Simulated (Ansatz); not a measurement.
# SiH₃O radical (SMILES O[SiH2]): one structure at several levels

An exercise on one series of results from a longer session: the logs are not shown, and one member is left open.

Program: Ansatz 0.2.0, Gaussian basis. Level of theory: single points in def2-TZVPP. These are calculated values, not measurements.

Correlated methods freeze the cores. Orbitals are unrestricted.

### Starting geometry

5 atoms, charge 0, spin multiplicity 2.

Atoms are counted from 1 here; the program's logs count them from 0.

Bond lengths: O1–Si2 1.621 Å, O1–H3 0.968 Å, Si2–H4 1.321 Å, Si2–H5 1.376 Å. Angles: Si2–O1–H3 126.3°, O1–Si2–H4 111.5°, O1–Si2–H5 100.1°, H4–Si2–H5 123.9°.

Geometry (Å):

```tsv
atom	x (Å)	y (Å)	z (Å)
O1	0.4620	-0.3850	0.8053
Si2	-0.0259	0.3766	-0.5400
H3	0.7389	-1.3107	0.8712
H4	-1.0881	-0.2045	-1.0679
H5	-0.0019	1.6813	-0.1020
```

Set-up of the first run:

Input file run/in.yaml:

```yaml
crystal:
  periodic: [false, false, false]
  atoms:
    - {symbol: O, position_ang: [0.462000, -0.385000, 0.805300]}
    - {symbol: Si, position_ang: [-0.025900, 0.376600, -0.540000]}
    - {symbol: H, position_ang: [0.738900, -1.310700, 0.871200]}
    - {symbol: H, position_ang: [-1.088100, -0.204500, -1.067900]}
    - {symbol: H, position_ang: [-0.001900, 1.681300, -0.102000]}
basis:
  gaussian: {orbitals: def2-TZVPP}
magnetization: {spin_polarized: true, initial_magnetization: 1}
correlation: {method: ccsd_t}
scf: {omitted_lower_state_checks: [cluster_reference]}
output: {forces: true}
```

The command line of these runs was not kept.

Among the steps run: CCSD(T)/def2-TZVPP; PBE0-D4/def2-TZVPP; wB97M-V/def2-TZVPP; r2SCAN-D4/def2-TZVPP; PBE-D4/def2-TZVPP; LC-wPBE/def2-TZVPP; HSE06-D4/def2-TZVPP.

One table of the session follows, with a row left open; its other results are not shown here.

| method | RMS force component (eV/Å) | angle to CCSD(T) forces (°) | dipole (D) |
| --- | --- | --- | --- |
| CCSD(T) | 1.700 | reference | 1.24 |
| PBE0-D4 | 1.724 | 2.8 | 1.25 |
| wB97M-V | 1.654 | 1.2 | 1.28 |
| r2SCAN-D4 | ? | ? | ? |
| PBE-D4 | 1.731 | 6.5 | 1.24 |
| LC-wPBE | 1.713 | 3.2 | 1.27 |
| HSE06-D4 | 1.724 | 2.8 | 1.25 |

Estimate the missing values for r2SCAN-D4.

The run gave: RMS force component (eV/Å): 1.700; angle to CCSD(T) forces (°): 2.5; dipole (D): 1.26.
